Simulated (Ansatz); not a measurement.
Ansatz (a program for electronic structure) input:

Ansatz 0.2 input:
```yaml
crystal:
  periodic: [false, false, false]
  atoms:
    - {symbol: O, position_ang: [0.00087921, 0.00996717, 0.66372784]}
    - {symbol: C, position_ang: [-0.00069266, -0.00785239, -0.52290140]}
    - {symbol: H, position_ang: [0.00580988, 0.95150323, -1.10075038]}
    - {symbol: H, position_ang: [-0.00868758, -0.98412628, -1.07166392]}
basis:
  gaussian:
    orbitals: def2-SVP
hamiltonian:
  xc: {name: PBE0}
total_charge: 1
magnetization: {spin_polarized: true, initial_magnetization: 1}
```

Task: Predict the final energy.

Result: -113.89112 Eh (PBE0/def2-SVP). The basis has 38 functions.
